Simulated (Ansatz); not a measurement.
**BPN (quartet): wB97M-V, B2PLYP over vertical spin and charge gaps, def2-QZVPP**

How well do these functionals follow the top wave-function level for BPN (quartet) over vertical spin and charge gaps?

Program: Ansatz 0.2.0, Gaussian basis. Level of theory: def2-QZVPP, all electrons in the functionals, frozen cores in the correlation of double hybrids and RPA. These are calculated values, not measurements.

The runs, in order: wB97M-V, B2PLYP, at charge 0, quartet; charge 0, doublet; charge 0, sextet; charge 1, triplet; charge 1, quintet.

## (1) What is computed

The geometry is a PBE0/def2-TZVP stationary point (not a proven minimum).

3 atoms, charge 0, spin multiplicity 4.

Atoms are counted from 1 here; the program's logs count them from 0.

Bond lengths: N1–B2 1.334 Å, B2–P3 1.842 Å. Angles: N1–B2–P3 180.0°.

No dispersion term is added; wB97M-V holds VV10 nonlocal correlation.

The geometry shown and the zero of energy belong to the point charge 0, quartet. The yardstick, UCCSD(T), and other wave-function levels (R restricted, U unrestricted, valence and pair active spaces) come from earlier runs.

## (2) wB97M-V, charge 0, quartet

Contents of in.yaml:

```yaml
crystal:
  periodic: [false, false, false]
  atoms:
    - {symbol: N, position_ang: [0.000000, 0.000000, 1.503167]}
    - {symbol: B, position_ang: [0.000000, 0.000000, 0.169267]}
    - {symbol: P, position_ang: [0.000000, 0.000000, -1.672433]}
basis:
  gaussian: {orbitals: "def2-QZVPP.json"}
magnetization: {spin_polarized: true, initial_magnetization: 3}
hamiltonian: {xc: {name: wB97M-V}}
output: {orbitals: {seedname: orbitals}}
```

Command:

```sh
$ ansatz run in.yaml --threads 1 --pin off --events-out ev --progress --plain --max-ram 2393MiB
```

The program printed (excerpt; [...] marks lines left out):

```text
Functional definition: wB97M-V
  name "wB97M-V"
  cite "Mardirossian & Head-Gordon, J. Chem. Phys. 144, 214110 (2016) doi:10.1063/1.4952647"
  cite "Becke, J. Chem. Phys. 107, 8554 (1997) doi:10.1063/1.475007"
  cite "Vydrov & Van Voorhis, J. Chem. Phys. 133, 244103 (2010) doi:10.1063/1.3521275"
  # Of w^i u^j: cxij and so on, Table III.
[...]
  gx(w, u) = 1 - cx + cx01*u + cx10*w
  gss(w, u) = css00 + css04*u^4 + css10*w + css20*w^2 + css43*w^4*u^3
  gos(w, u) = cos00 + cos10*w + (cos20 + cos21*u)*w^2 + (cos60 + cos61*u)*w^6
[...]
      + integral(e_c_pw_mod_opposite_spin*gos(b97_w_opposite, b97_u_opposite)) + vv10(b, c)
706 factors; their error is unknown
164 factors; integrals over basis functions are off by at most 2.1e-5 eV
[...]
mean field -11450.64571725 eV, -420.8034685824 hartree, gradient 8.8e-6 eV, S^2 3.777580; 4 other end points of the search recorded, 0 dependent functions left out
reference -11450.64575839 eV, -420.8034700942 hartree; 15, 12 occupied and 169, 172 virtual orbitals, 706 factors
Total energy: -11450.64575839 eV, -420.8034700942 hartree
```

It took 71 s on 1 thread of Arm Neoverse V1, shared host; peak memory 0.59 GiB.

From the report: ⟨S²⟩ of the determinant 3.778 (pure quartet: 3.75).

## (3) wB97M-V, charge 0, doublet

in.yaml: that of step 2 with these lines changed.

```diff
@@ -8,3 +8,3 @@
   gaussian: {orbitals: "def2-QZVPP.json"}
-magnetization: {spin_polarized: true, initial_magnetization: 3}
+magnetization: {spin_polarized: true, initial_magnetization: 1}
 hamiltonian: {xc: {name: wB97M-V}}
```

Same command.

The program printed (excerpt; [...] marks lines left out):

```text
Functional definition: wB97M-V
  name "wB97M-V"
  cite "Mardirossian & Head-Gordon, J. Chem. Phys. 144, 214110 (2016) doi:10.1063/1.4952647"
  cite "Becke, J. Chem. Phys. 107, 8554 (1997) doi:10.1063/1.475007"
  cite "Vydrov & Van Voorhis, J. Chem. Phys. 133, 244103 (2010) doi:10.1063/1.3521275"
  # Of w^i u^j: cxij and so on, Table III.
[...]
  gx(w, u) = 1 - cx + cx01*u + cx10*w
  gss(w, u) = css00 + css04*u^4 + css10*w + css20*w^2 + css43*w^4*u^3
  gos(w, u) = cos00 + cos10*w + (cos20 + cos21*u)*w^2 + (cos60 + cos61*u)*w^6
[...]
      + integral(e_c_pw_mod_opposite_spin*gos(b97_w_opposite, b97_u_opposite)) + vv10(b, c)
706 factors; their error is unknown
164 factors; integrals over basis functions are off by at most 2.1e-5 eV
[...]
mean field -11450.97614125 eV, -420.8156114407 hartree, gradient 5.7e-5 eV, S^2 1.497435; 8 other end points of the search recorded, 0 dependent functions left out
reference -11450.97618282 eV, -420.8156129681 hartree; 14, 13 occupied and 170, 171 virtual orbitals, 706 factors
Total energy: -11450.97618282 eV, -420.8156129681 hartree
```

Wall time 90 s (1 thread of Arm Neoverse V1, shared host); peak memory 0.58 GiB.

From the report: ⟨S²⟩ of the determinant 1.497 (pure doublet: 0.75). The determinant is far from a pure spin state, so its energy mixes those of several spin states (harmless only where they are near-degenerate, as at dissociation).

From charge 0, quartet: -7.6 kcal/mol.

## (4) wB97M-V, charge 0, sextet

in.yaml: that of step 3 with these lines changed.

```diff
@@ -8,3 +8,3 @@
   gaussian: {orbitals: "def2-QZVPP.json"}
-magnetization: {spin_polarized: true, initial_magnetization: 1}
+magnetization: {spin_polarized: true, initial_magnetization: 5}
 hamiltonian: {xc: {name: wB97M-V}}
```

Same command.

The program printed (excerpt; [...] marks lines left out):

```text
Functional definition: wB97M-V
  name "wB97M-V"
  cite "Mardirossian & Head-Gordon, J. Chem. Phys. 144, 214110 (2016) doi:10.1063/1.4952647"
  cite "Becke, J. Chem. Phys. 107, 8554 (1997) doi:10.1063/1.475007"
  cite "Vydrov & Van Voorhis, J. Chem. Phys. 133, 244103 (2010) doi:10.1063/1.3521275"
  # Of w^i u^j: cxij and so on, Table III.
[...]
  gx(w, u) = 1 - cx + cx01*u + cx10*w
  gss(w, u) = css00 + css04*u^4 + css10*w + css20*w^2 + css43*w^4*u^3
  gos(w, u) = cos00 + cos10*w + (cos20 + cos21*u)*w^2 + (cos60 + cos61*u)*w^6
[...]
      + integral(e_c_pw_mod_opposite_spin*gos(b97_w_opposite, b97_u_opposite)) + vv10(b, c)
706 factors; their error is unknown
164 factors; integrals over basis functions are off by at most 2.1e-5 eV
[...]
mean field -11445.13490593 eV, -420.6009500017 hartree, gradient 2.1e-5 eV, S^2 8.759251; 5 other end points of the search recorded, 0 dependent functions left out
reference -11445.13494764 eV, -420.6009515345 hartree; 16, 11 occupied and 168, 173 virtual orbitals, 706 factors
Total energy: -11445.13494764 eV, -420.6009515345 hartree
```

It took 69 s on 1 thread of Arm Neoverse V1, shared host; peak memory 0.55 GiB.

From the report: ⟨S²⟩ of the determinant 8.759 (pure sextet: 8.75).

From charge 0, quartet: +127.1 kcal/mol.

## (5) wB97M-V, charge 1, triplet

in.yaml: that of step 4 with these lines changed.

```diff
@@ -8,3 +8,4 @@
   gaussian: {orbitals: "def2-QZVPP.json"}
-magnetization: {spin_polarized: true, initial_magnetization: 5}
+total_charge: 1
+magnetization: {spin_polarized: true, initial_magnetization: 2}
 hamiltonian: {xc: {name: wB97M-V}}
```

Launched as before.

The program printed (excerpt; [...] marks lines left out):

```text
Functional definition: wB97M-V
  name "wB97M-V"
  cite "Mardirossian & Head-Gordon, J. Chem. Phys. 144, 214110 (2016) doi:10.1063/1.4952647"
  cite "Becke, J. Chem. Phys. 107, 8554 (1997) doi:10.1063/1.475007"
  cite "Vydrov & Van Voorhis, J. Chem. Phys. 133, 244103 (2010) doi:10.1063/1.3521275"
  # Of w^i u^j: cxij and so on, Table III.
[...]
  gx(w, u) = 1 - cx + cx01*u + cx10*w
  gss(w, u) = css00 + css04*u^4 + css10*w + css20*w^2 + css43*w^4*u^3
  gos(w, u) = cos00 + cos10*w + (cos20 + cos21*u)*w^2 + (cos60 + cos61*u)*w^6
[...]
      + integral(e_c_pw_mod_opposite_spin*gos(b97_w_opposite, b97_u_opposite)) + vv10(b, c)
706 factors; their error is unknown
164 factors; integrals over basis functions are off by at most 2.1e-5 eV
[...]
mean field -11440.60681810 eV, -420.4345458432 hartree, gradient 4.9e-5 eV, S^2 2.446911; 9 other end points of the search recorded, 0 dependent functions left out
reference -11440.60686157 eV, -420.4345474408 hartree; 14, 12 occupied and 170, 172 virtual orbitals, 706 factors
Total energy: -11440.60686157 eV, -420.4345474408 hartree
```

It took 1.8 min on 1 thread of Arm Neoverse V1, shared host; peak memory 0.59 GiB.

From the report: ⟨S²⟩ of the determinant 2.447 (pure triplet: 2.00).

From charge 0, quartet: +231.5 kcal/mol.

## (6) wB97M-V, charge 1, quintet

in.yaml: that of step 5 with these lines changed.

```diff
@@ -9,3 +9,3 @@
 total_charge: 1
-magnetization: {spin_polarized: true, initial_magnetization: 2}
+magnetization: {spin_polarized: true, initial_magnetization: 4}
 hamiltonian: {xc: {name: wB97M-V}}
```

Same command.

The program printed (excerpt; [...] marks lines left out):

```text
Functional definition: wB97M-V
  name "wB97M-V"
  cite "Mardirossian & Head-Gordon, J. Chem. Phys. 144, 214110 (2016) doi:10.1063/1.4952647"
  cite "Becke, J. Chem. Phys. 107, 8554 (1997) doi:10.1063/1.475007"
  cite "Vydrov & Van Voorhis, J. Chem. Phys. 133, 244103 (2010) doi:10.1063/1.3521275"
  # Of w^i u^j: cxij and so on, Table III.
[...]
  gx(w, u) = 1 - cx + cx01*u + cx10*w
  gss(w, u) = css00 + css04*u^4 + css10*w + css20*w^2 + css43*w^4*u^3
  gos(w, u) = cos00 + cos10*w + (cos20 + cos21*u)*w^2 + (cos60 + cos61*u)*w^6
[...]
      + integral(e_c_pw_mod_opposite_spin*gos(b97_w_opposite, b97_u_opposite)) + vv10(b, c)
706 factors; their error is unknown
164 factors; integrals over basis functions are off by at most 2.1e-5 eV
[...]
mean field -11440.15774088 eV, -420.4180425600 hartree, gradient 2.0e-5 eV, S^2 6.006285; 3 other end points of the search recorded, 0 dependent functions left out
reference -11440.15778249 eV, -420.4180440890 hartree; 15, 11 occupied and 169, 173 virtual orbitals, 706 factors
Total energy: -11440.15778249 eV, -420.4180440890 hartree
```

It took 63 s on 1 thread of Arm Neoverse V1, shared host; peak memory 0.57 GiB.

From the report: ⟨S²⟩ of the determinant 6.006 (pure quintet: 6.00).

From charge 0, quartet: +241.9 kcal/mol.

## (7) B2PLYP, charge 0, quartet

Contents of in.yaml:

```yaml
crystal:
  periodic: [false, false, false]
  atoms:
    - {symbol: N, position_ang: [0.000000, 0.000000, 1.503167]}
    - {symbol: B, position_ang: [0.000000, 0.000000, 0.169267]}
    - {symbol: P, position_ang: [0.000000, 0.000000, -1.672433]}
basis:
  gaussian: {orbitals: "def2-QZVPP.json"}
magnetization: {spin_polarized: true, initial_magnetization: 3}
hamiltonian: {xc: {name: B2PLYP}}
correlation: {electrons: outside_noble_gas}
```

Launched as before.

The program printed (excerpt; [...] marks lines left out):

```text
Functional definition: B2PLYP
  name "B2PLYP"
  cite "Grimme, J. Chem. Phys. 124, 034108 (2006) doi:10.1063/1.2148954"
  cite "Becke, Phys. Rev. A 38, 3098 (1988) doi:10.1103/PhysRevA.38.3098"
  cite "Lee, Yang & Parr, Phys. Rev. B 37, 785 (1988) doi:10.1103/PhysRevB.37.785"
[...]
1125 factors; integrals over basis functions are off by at most 9.8e-4 eV
[...]
mean field -11443.71676003 eV, -420.5488341012 hartree, gradient 1.1e-6 eV, S^2 3.826048; 6 other end points of the search recorded, 0 dependent functions left out
7 core orbitals not correlated: weight in the atoms' cores, before any rotation towards them, 1.000 or more for the frozen orbitals, at most 0.000 for the correlated occupied ones
reference -11443.71689101 eV, -420.5488389145 hartree; 8, 5 occupied and 169, 172 virtual orbitals, 1125 factors
second order -12.06376923 eV of doubles, -0.00000000 eV of singles
Total energy: -11446.97410870 eV, -420.6685394568 hartree
```

Run time: 28 s. Hardware: 1 thread of Arm Neoverse V1, shared host; peak memory 0.5 GiB.

From the report: ⟨S²⟩ of the determinant 3.826 (pure quartet: 3.75).

## (8) B2PLYP, charge 0, doublet

in.yaml: that of step 7 with these lines changed.

```diff
@@ -8,3 +8,3 @@
   gaussian: {orbitals: "def2-QZVPP.json"}
-magnetization: {spin_polarized: true, initial_magnetization: 3}
+magnetization: {spin_polarized: true, initial_magnetization: 1}
 hamiltonian: {xc: {name: B2PLYP}}
```

Same command.

The program printed (excerpt; [...] marks lines left out):

```text
Functional definition: B2PLYP
  name "B2PLYP"
  cite "Grimme, J. Chem. Phys. 124, 034108 (2006) doi:10.1063/1.2148954"
  cite "Becke, Phys. Rev. A 38, 3098 (1988) doi:10.1103/PhysRevA.38.3098"
  cite "Lee, Yang & Parr, Phys. Rev. B 37, 785 (1988) doi:10.1103/PhysRevB.37.785"
[...]
1125 factors; integrals over basis functions are off by at most 9.8e-4 eV
[...]
mean field -11443.88970648 eV, -420.5551897660 hartree, gradient 2.4e-6 eV, S^2 1.617138; 9 other end points of the search recorded, 0 dependent functions left out
7 core orbitals not correlated: weight in the atoms' cores, before any rotation towards them, 1.000 or more for the frozen orbitals, at most 0.000 for the correlated occupied ones
reference -11443.88983594 eV, -420.5551945237 hartree; 7, 6 occupied and 170, 171 virtual orbitals, 1125 factors
second order -12.75676617 eV of doubles, -0.00000000 eV of singles
Total energy: -11447.33416281 eV, -420.6817712014 hartree
```

It took 47 s on 1 thread of Arm Neoverse V1, shared host; peak memory 0.5 GiB.

From the report: ⟨S²⟩ of the determinant 1.617 (pure doublet: 0.75). The determinant is far from a pure spin state, so its energy mixes those of several spin states (harmless only where they are near-degenerate, as at dissociation).

From charge 0, quartet: -8.3 kcal/mol.

## (9) B2PLYP, charge 0, sextet

in.yaml: that of step 8 with these lines changed.

```diff
@@ -8,3 +8,3 @@
   gaussian: {orbitals: "def2-QZVPP.json"}
-magnetization: {spin_polarized: true, initial_magnetization: 1}
+magnetization: {spin_polarized: true, initial_magnetization: 5}
 hamiltonian: {xc: {name: B2PLYP}}
```

Same command.

The program printed (excerpt; [...] marks lines left out):

```text
Functional definition: B2PLYP
  name "B2PLYP"
  cite "Grimme, J. Chem. Phys. 124, 034108 (2006) doi:10.1063/1.2148954"
  cite "Becke, Phys. Rev. A 38, 3098 (1988) doi:10.1103/PhysRevA.38.3098"
  cite "Lee, Yang & Parr, Phys. Rev. B 37, 785 (1988) doi:10.1103/PhysRevB.37.785"
[...]
1125 factors; integrals over basis functions are off by at most 9.8e-4 eV
[...]
mean field -11438.70245439 eV, -420.3645617678 hartree, gradient 2.9e-6 eV, S^2 8.777051; 10 other end points of the search recorded, 0 dependent functions left out
7 core orbitals not correlated: weight in the atoms' cores, before any rotation towards them, 1.000 or more for the frozen orbitals, at most 0.000 for the correlated occupied ones
reference -11438.70258948 eV, -420.3645667322 hartree; 9, 4 occupied and 168, 173 virtual orbitals, 1125 factors
second order -9.99547734 eV of doubles, -0.00000000 eV of singles
Total energy: -11441.40136836 eV, -420.4637450268 hartree
```

Run time: 43 s. Hardware: 1 thread of Arm Neoverse V1, shared host; peak memory 0.51 GiB.

From the report: ⟨S²⟩ of the determinant 8.777 (pure sextet: 8.75).

From charge 0, quartet: +128.5 kcal/mol.

## (10) B2PLYP, charge 1, triplet

in.yaml: that of step 9 with these lines changed.

```diff
@@ -8,3 +8,4 @@
   gaussian: {orbitals: "def2-QZVPP.json"}
-magnetization: {spin_polarized: true, initial_magnetization: 5}
+total_charge: 1
+magnetization: {spin_polarized: true, initial_magnetization: 2}
 hamiltonian: {xc: {name: B2PLYP}}
```

The command is unchanged.

The program printed (excerpt; [...] marks lines left out):

```text
Functional definition: B2PLYP
  name "B2PLYP"
  cite "Grimme, J. Chem. Phys. 124, 034108 (2006) doi:10.1063/1.2148954"
  cite "Becke, Phys. Rev. A 38, 3098 (1988) doi:10.1103/PhysRevA.38.3098"
  cite "Lee, Yang & Parr, Phys. Rev. B 37, 785 (1988) doi:10.1103/PhysRevB.37.785"
[...]
1125 factors; integrals over basis functions are off by at most 9.8e-4 eV
[...]
mean field -11434.01430003 eV, -420.1922752727 hartree, gradient 2.5e-6 eV, S^2 2.682312; 11 other end points of the search recorded, 0 dependent functions left out
7 core orbitals not correlated: weight in the atoms' cores, before any rotation towards them, 1.000 or more for the frozen orbitals, at most 0.000 for the correlated occupied ones
reference -11434.01442843 eV, -420.1922799913 hartree; 7, 5 occupied and 170, 172 virtual orbitals, 1125 factors
second order -10.50612720 eV of doubles, -0.00000000 eV of singles
Total energy: -11436.85108277 eV, -420.2965251157 hartree
```

It took 59 s on 1 thread of Arm Neoverse V1, shared host; peak memory 0.52 GiB.

From the report: ⟨S²⟩ of the determinant 2.682 (pure triplet: 2.00). The determinant is far from a pure spin state, so its energy mixes those of several spin states (harmless only where they are near-degenerate, as at dissociation).

From charge 0, quartet: +233.4 kcal/mol.

## (11) B2PLYP, charge 1, quintet

in.yaml: that of step 10 with these lines changed.

```diff
@@ -9,3 +9,3 @@
 total_charge: 1
-magnetization: {spin_polarized: true, initial_magnetization: 2}
+magnetization: {spin_polarized: true, initial_magnetization: 4}
 hamiltonian: {xc: {name: B2PLYP}}
```

Same command.

The program printed (excerpt; [...] marks lines left out):

```text
Functional definition: B2PLYP
  name "B2PLYP"
  cite "Grimme, J. Chem. Phys. 124, 034108 (2006) doi:10.1063/1.2148954"
  cite "Becke, Phys. Rev. A 38, 3098 (1988) doi:10.1103/PhysRevA.38.3098"
  cite "Lee, Yang & Parr, Phys. Rev. B 37, 785 (1988) doi:10.1103/PhysRevB.37.785"
[...]
1125 factors; integrals over basis functions are off by at most 9.8e-4 eV
[...]
mean field -11433.69053377 eV, -420.1803770824 hartree, gradient 2.0e-6 eV, S^2 6.016492; 6 other end points of the search recorded, 0 dependent functions left out
7 core orbitals not correlated: weight in the atoms' cores, before any rotation towards them, 1.000 or more for the frozen orbitals, at most 0.000 for the correlated occupied ones
reference -11433.69066159 eV, -420.1803817795 hartree; 8, 4 occupied and 169, 173 virtual orbitals, 1125 factors
second order -9.71410490 eV of doubles, -0.00000000 eV of singles
Total energy: -11436.31346991 eV, -420.2767682076 hartree
```

Wall time 32 s (1 thread of Arm Neoverse V1, shared host); peak memory 0.48 GiB.

From the report: ⟨S²⟩ of the determinant 6.016 (pure quintet: 6.00).

From charge 0, quartet: +245.8 kcal/mol.

## (12) Against the wave-function levels

No level is safe as a reference over these points; UCCSD(T) serves as a yardstick only. It comes from earlier runs at the same points. Energies in kcal/mol, counted from charge 0, quartet; blanks weren't run or aren't comparable.

```
   level  quartet to doublet  quartet to sextet  ionisation to the triplet cation  ionisation to the quintet cation
UCCSD(T)                -8.8              127.3                             234.3                             246.7
 wB97M-V                -7.6              127.1                             231.5                             241.9
  B2PLYP                -8.3              128.5                             233.4                             245.8
```

Largest miss and mean time a point (UCCSD(T) took 2.1 min a point; shared hosts):

```
  level  largest miss (kcal/mol)                             where  time a point
wB97M-V                     -4.9  ionisation to the quintet cation          80 s
 B2PLYP                     +1.2                 quartet to sextet          42 s
```

## (13) Outcome

| quantity | value |
| --- | --- |
| quartet to doublet, UCCSD(T) | -8.8 kcal/mol |
| quartet to sextet, UCCSD(T) | 127.3 kcal/mol |
| ionisation to the triplet cation, UCCSD(T) | 234.3 kcal/mol |
| ionisation to the quintet cation, UCCSD(T) | 246.7 kcal/mol |
| largest miss, wB97M-V | -4.9 kcal/mol (ionisation to the quintet cation) |
| largest miss, B2PLYP | +1.2 kcal/mol (quartet to sextet) |

What this shows: Of the functionals, B2PLYP keep the smallest largest miss at the points compared (at most 1.2 kcal/mol) and wB97M-V strays most (4.9 kcal/mol, at ionisation to the quintet cation). wB97M-V, B2PLYP clearly break the spin symmetry at some points (⟨S²⟩ up to 0.87 above the pure value), so energy there is bought with a mixed spin. Functionals and the yardstick converge differently with the basis, so part of each miss in def2-QZVPP is the basis. The yardstick itself may be off where one determinant is a poor start.
